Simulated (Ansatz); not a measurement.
Ansatz (an electronic-structure program) input (MP2/def2-TZVP):

Ansatz 0.2 input:
```yaml
crystal:
  periodic: [false, false, false]
  atoms:
    - {symbol: C, position_ang: [0.00475777, 1.17087239, -0.20055261]}
    - {symbol: O, position_ang: [0.00676578, 0.00281714, 0.58815258]}
    - {symbol: C, position_ang: [-0.00924088, -1.17273907, -0.18916610]}
    - {symbol: H, position_ang: [0.01767393, 2.02306383, 0.47733101]}
    - {symbol: H, position_ang: [0.88820494, 1.21755678, -0.85148048]}
    - {symbol: H, position_ang: [-0.89276548, 1.22829401, -0.83104462]}
    - {symbol: H, position_ang: [-0.00646616, -2.01839712, 0.49696657]}
    - {symbol: H, position_ang: [-0.90742261, -1.22555867, -0.81912250]}
    - {symbol: H, position_ang: [0.87354780, -1.23629589, -0.83955836]}
basis:
  gaussian:
    orbitals: def2-TZVP
magnetization: {spin_polarized: false}
correlation: {method: mp2, electrons: outside_noble_gas}
relax: {f_tol: 0.003, max_steps: 100}
```

End of the output:

```
mean field: 0.26 GiB planned
mean field -4194.08835322 eV, -154.1299041255 hartree, gradient 2.7e-6 eV, S^2 0.000000; 0 other end points of the search recorded, 0 dependent functions left out
3 core orbitals not correlated
reference -4194.08835322 eV, -154.1299041255 hartree; 10, 10 occupied and 116, 116 virtual orbitals, 1000 factors
densities: 0.31 GiB planned
second order -15.79319941 eV of doubles, -0.00000000 eV of singles
the calculation of the forces begins
relax step   5: F+E_penalty+E_count = -4209.88155263 eV  Δ(F+E_penalty+E_count) = -1.440e-6 eV  max|allowed force component| = 4.101e-4 eV/Å  Δτ_max = 0.0002 Å  (24 SCF iters, accepted)
these checks for a lower state are left out or cut short: cluster_reference
integrals: 0.10 GiB planned
1000 factors; integrals over basis functions are off by at most 2.4e-4 eV
mean field: 0.26 GiB planned
mean field -4194.08835322 eV, -154.1299041255 hartree, gradient 2.7e-6 eV, S^2 0.000000; 1 other end points of the search recorded, 0 dependent functions left out
3 core orbitals not correlated
reference -4194.08835322 eV, -154.1299041255 hartree; 10, 10 occupied and 116, 116 virtual orbitals, 1000 factors
densities: 0.31 GiB planned
second order -15.79319941 eV of doubles, -0.00000000 eV of singles
the calculation of the forces begins
Total energy: -4209.88155263 eV, -154.7102934988 hartree
Atom 0 at     0.004699     1.159731    -0.199833 Å, force    -0.000003     0.000208    -0.000410 eV/Å
Atom 1 at     0.006974     0.002904     0.606275 Å, force     0.000003     0.000001     0.000242 eV/Å
Atom 2 at    -0.009167    -1.161591    -0.188555 Å, force    -0.000006    -0.000212    -0.000408 eV/Å
Atom 3 at     0.017520     2.021099     0.464981 Å, force    -0.000002    -0.000318    -0.000017 eV/Å
Atom 4 at     0.887439     1.193144    -0.850038 Å, force    -0.000116     0.000005     0.000155 eV/Å
Atom 5 at    -0.892261     1.203874    -0.829617 Å, force     0.000119     0.000004     0.000152 eV/Å
Atom 6 at    -0.006597    -2.016550     0.484598 Å, force     0.000002     0.000318    -0.000021 eV/Å
Atom 7 at    -0.906626    -1.201134    -0.817932 Å, force     0.000119    -0.000004     0.000152 eV/Å
Atom 8 at     0.873073    -1.211863    -0.838354 Å, force    -0.000116    -0.000003     0.000155 eV/Å
Dipole moment:    -0.003206    -0.001335    -0.278737 e Å
Checks for a lower state left out: cluster_reference
```
